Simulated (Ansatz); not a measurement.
# AlNSi: the cost of one run

The runs use Ansatz 0.2.0, Gaussian basis; cc-pVTZ, core rule «outside noble gas», up to 11 orbitals frozen.

Plan: UHF; CCSD(T) on ROHF; CCSD(T) on UHF; BCCD(T) on ROHF; CCSDT(Q) on ROHF; CCSDT(Q) on UHF.

10 further runs of the same task are left out: 4 for a known fault of the program, 6 set aside as unsound or not needed.

### Step 1. The geometry

The geometry is a PBE0/def2-TZVP stationary point (not a proven minimum).

3 atoms, charge 0, spin multiplicity 3.

Atoms are counted from 1 here; the program's logs count them from 0.

Bond lengths: Al1–Si2 2.464 Å, Si2–N3 1.576 Å. Angles: Al1–Si2–N3 180.0°.

Coordinates:

```xyz
3
AlNSi
Al    0.0000    0.0000    2.1682
Si    0.0000    0.0000   -0.2960
N     0.0000    0.0000   -1.8722
```

### Step 2. UHF

in.yaml reads:

```yaml
crystal:
  periodic: [false, false, false]
  atoms:
    - {symbol: Al, position_ang: [0.000000, 0.000000, 2.168200]}
    - {symbol: Si, position_ang: [0.000000, 0.000000, -0.296000]}
    - {symbol: N, position_ang: [0.000000, 0.000000, -1.872200]}
basis:
  gaussian: {orbitals: cc-pVTZ}
magnetization: {spin_polarized: true, initial_magnetization: 2}
hamiltonian: {xc: hf}
output: {orbitals: {seedname: orbitals}}
```

Run with:

```
ansatz run in.yaml --threads 1 --pin off --events-out ev --progress --plain --max-ram 2816MiB --backend cpu
```

Q: Estimate wall time and peak memory on 1 thread of AMD EPYC 7R13, shared host.

About 16 s, with a peak of 0.29 GiB.
